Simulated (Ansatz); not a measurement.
```yaml
crystal:
  periodic: [false, false, false]
  atoms:
    - {symbol: C, position_ang: [-0.520885, 0.633247, 0.457037]}
    - {symbol: C, position_ang: [0.323528, -0.369367, 0.285774]}
    - {symbol: F, position_ang: [0.879519, -0.983006, 1.335402]}
    - {symbol: S, position_ang: [0.908719, -1.118309, -1.187625]}
    - {symbol: H, position_ang: [-0.973238, 1.133068, -0.385918]}
    - {symbol: H, position_ang: [-0.764195, 0.959915, 1.458983]}
    - {symbol: H, position_ang: [0.207853, -0.323446, -2.009252]}
basis:
  gaussian: {orbitals: ANO-RCC-VTZP}
hamiltonian: {xc: {name: M06-2X}}
output: {forces: true}
```

```sh
$ ansatz run in.yaml --threads 2 --pin off --events-out ev --progress --plain --max-ram 4352MiB
```

(1) How does Ansatz answer? (Estimate.)

Results:

(1) Ansatz gave: The input was rejected before any iteration.
```
Error: YAML parse error: error: line 13 column 19: hamiltonian.xc: no functional is named "M06-2X"; the names, which are not case-sensitive, are SVWN5, SPW92, PBE, PBE0, PBEsol, revPBE, revPBE0, RPBE, rPW86-PBE, HSE06, wPBEh, LC-wPBE, HISS, HF, BLYP, B3LYP, B3LYP5, BHLYP, CAM-B3LYP, r2SCAN, r2SCANh, r2SCAN0, r2SCAN50, m-r2SCAN, B97, wB97, wB97X, wB97X-V, B97M-V, wB97M-V, B2PLYP, B2GP-PLYP, PBE0-DH, PBE-QIDH
11 | basis:
12 |   gaussian: {orbitals: ANO-RCC-VTZP}
13 | hamiltonian: {xc: {name: M06-2X}}
14 | output: {forces: true}
```

HSE06 is defined as in plane-wave codes.
